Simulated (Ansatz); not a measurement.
**BHO (singlet): wave-function methods side by side at distance B1–H3 = 2.535 Å, 6-31G**

Aim: climb from Hartree-Fock through coupled cluster and multireference methods for BHO (singlet) at one geometry and basis, and see what each rung misses.

The runs use Ansatz 0.2.0, Gaussian basis; 6-31G, core rule «outside noble gas», up to 2 orbitals frozen.

The runs, in order: UHF; CCSD(T) on RHF; CCSD(T) on UHF; BCCD(T) on RHF; CISD; CCSDT(Q) on RHF; CCSDT(Q) on UHF; CISDTQ; CCSDTQ on RHF; CASSCF and MRCISD+Q, 2 electrons in 2 orbitals; CASSCF and NEVPT2, 2 electrons in 2 orbitals; CASSCF and MRCISD+Q, 10 electrons in 9 orbitals; CASSCF and NEVPT2, 10 electrons in 9 orbitals; Full CI.

27 further runs of the same task are left out: 4 for a known fault of the program, 2 for a mislabelled method, 16 that didn't finish, 5 set aside as unsound or not needed.

## Step 1: What is computed

The geometry derives from a PBE0/def2-TZVP stationary point (not a proven minimum). One bond is set to the value named and the two fragments are kept rigid.

3 atoms, charge 0, spin multiplicity 1.

Atoms are counted from 1 here; the program's logs count them from 0.

Bond lengths: B1–O2 1.198 Å.

## Step 2: UHF

Input file in.yaml:

```yaml
crystal:
  periodic: [false, false, false]
  atoms:
    - {symbol: B, position_ang: [0.000000, 0.000000, -0.445680]}
    - {symbol: O, position_ang: [0.000000, 0.000000, -1.643641]}
    - {symbol: H, position_ang: [0.000000, 0.000000, 2.089320]}
basis:
  gaussian: {orbitals: 6-31G}
magnetization: {spin_polarized: true, initial_magnetization: 0}
hamiltonian: {xc: hf}
output: {orbitals: {seedname: orbitals}}
```

Started as:

```
ansatz run in.yaml --threads 1 --pin off --events-out ev --progress --plain --max-ram 2393MiB
```

After this run come: CCSD(T) on RHF; CCSD(T) on UHF; BCCD(T) on RHF; CISD; CCSDT(Q) on RHF; CCSDT(Q) on UHF; CISDTQ; CCSDTQ on RHF; CASSCF and MRCISD+Q, 2 electrons in 2 orbitals; CASSCF and NEVPT2, 2 electrons in 2 orbitals; CASSCF and MRCISD+Q, 10 electrons in 9 orbitals; CASSCF and NEVPT2, 10 electrons in 9 orbitals; Full CI.

Before running them: what should the planned runs give, taken together? Wanted: FCI below the RHF energy; RMP2 from FCI; UMP2 from FCI; RCCSD from FCI; RCCSD(T) from FCI; UCCSD(T) from FCI; RCCSDT(Q) from FCI; UCCSDT(Q) from FCI; NEVPT2 pair from FCI.

The runs gave:

```
                         quantity                                                                               value
         FCI below the RHF energy                                                                          -7.3772 eV
                    RMP2 from FCI                                                                         +1280.1 meV
                    UMP2 from FCI                                                                          +620.2 meV
                   RCCSD from FCI                                                                          +332.0 meV
                RCCSD(T) from FCI                                                                            +8.0 meV
                UCCSD(T) from FCI                                                                          +170.9 meV
               RCCSDT(Q) from FCI                                                                            -8.7 meV
               UCCSDT(Q) from FCI                                                                           -15.3 meV
             NEVPT2 pair from FCI                                                                          +205.8 meV
           MRCISD+Q pair from FCI                                                                          +127.4 meV
          NEVPT2 valence from FCI                                                                          +397.8 meV
levels within 1 kcal/mol (43 meV)  RCCSD(T), BCCD(T), RCCSDT, UCCSDT, RCCSDT(Q), UCCSDT(Q), RCCSDTQ, MRCISD+Q valence
                    T1 diagnostic                                                                               0.032
   effectively unpaired electrons                                                                                0.97
```

What this shows: RCCSD(T) lands +8.0 meV from the yardstick (0.1 % of the correlation energy). CCSD(T) misses by +8.0 meV on the restricted determinant and by +170.9 meV on the unrestricted one; the two need not hold the same state or core. RCCSDT(Q), UCCSDT(Q), RCCSDTQ fall below full CI: unrestricted runs freeze a spin-polarised core, another one than full CI's, and coupled cluster isn't variational. With 1.0 effectively unpaired electrons against 0 the state is strongly multireference. Coupled cluster on one determinant still stays close here. Of the multireference levels listed MRCISD+Q valence comes nearest in total energy (+30.7 meV), which doesn't show that its space is the better one. These misses are within one basis, not against nature.
